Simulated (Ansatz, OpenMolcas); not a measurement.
## How methods differ on CH5FSi (SMILES C[SiH2]F)

The species is CH5FSi (8 atoms), meant as a singlet with charge 0. As SMILES, `C[SiH2]F`. The coordinates come from a PBE0-D4/def2-TZVP relaxation.

Quantity: the HOMO–LUMO gap, in eV. The values are calculated.

| level | kind | program | value (eV) | CPU time |
| --- | --- | --- | --- | --- |
| HF/6-311+G** | Hartree–Fock | OpenMolcas | 14.24 | 12 s |
| PBE/6-311+G** | GGA | Ansatz | 7.31 | 4.2 s |
| M06-L/6-311+G** | meta-GGA | OpenMolcas | 8.15 | 61 s |
| r2SCAN/6-311+G** | meta-GGA | Ansatz | 8.19 | 8.8 s |
| B3LYP/6-311+G** | global hybrid | OpenMolcas | 8.97 | 40 s |
| M06-2X/6-311+G** | hybrid meta-GGA | OpenMolcas | 10.75 | 55 s |
| wB97M-V/6-311+G** | range-separated hybrid | Ansatz | 12.41 | 25 s |
| B2PLYP/6-311+G** | double hybrid | Ansatz | 11.23 | 5.7 s |

The values span 7.31 to 14.24 eV. Orbital gaps aren't excitation energies, and those of double hybrids come from the SCF part alone; they tend to grow with the share of exact exchange. CPU times are rough (shared hosts, several kinds of processor): they show what a rung costs within a factor of a few.
